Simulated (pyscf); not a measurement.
This saddle point was located with ωB97X-D3(BJ)/def2-SVP in PySCF.

```
Si
O 1 1.5349
H 1 1.4863 2 128.41
O 1 1.8653 3 101.72 2 -138.45
H 4 0.9765 1 107.15 3 161.80
H 4 1.2627 5 102.13 1 -65.73
```
Charge 0, spin multiplicity 2.

Surface: doublet, charge 0. Lowest wavenumbers (cm⁻¹): 1378i, 246, 465, 563, 692.

Q: Name the species on either side of this saddle.

A: [O=SiH]• + water (H₂O) ⇌ •O–SiH₂–OH, an insertion read from left to right: H–O broken and H–Si, O–Si formed. At CCSD(T)/def2-TZVPP + ΔMP2(QZVPP) it lies +45.1 kJ/mol from the left side and +181.8 kJ/mol from the right (each side as separated species at their lowest minima found). On the reactant side the descent ends in an adduct with a O–Si contact, 71.9 kJ/mol under the separated species and 96.4 kJ/mol under the saddle at ωB97X-D3(BJ)/def2-TZVP. What is counted as formed (O–Si) is already present as a longer contact in the reactant adduct; forming that adduct is a step of its own. At ωB97X-D3(BJ) the barrier from the zero used here is 24.5 kJ/mol. The same reactants have a lower exit, to HO–SiH•–OH (barrier -48.1 kJ/mol at ωB97M-D3(BJ), against +33.4 kJ/mol here). •O–SiH₂–OH lies 93.7 kJ/mol over its isomer HO–SiH•–OH (electronic energy, ωB97M-D3(BJ)). One saddle was located; it need not be the lowest between these sides. The CCSD(T) − MP2 part came from Ansatz, without density fitting, on the same reference.
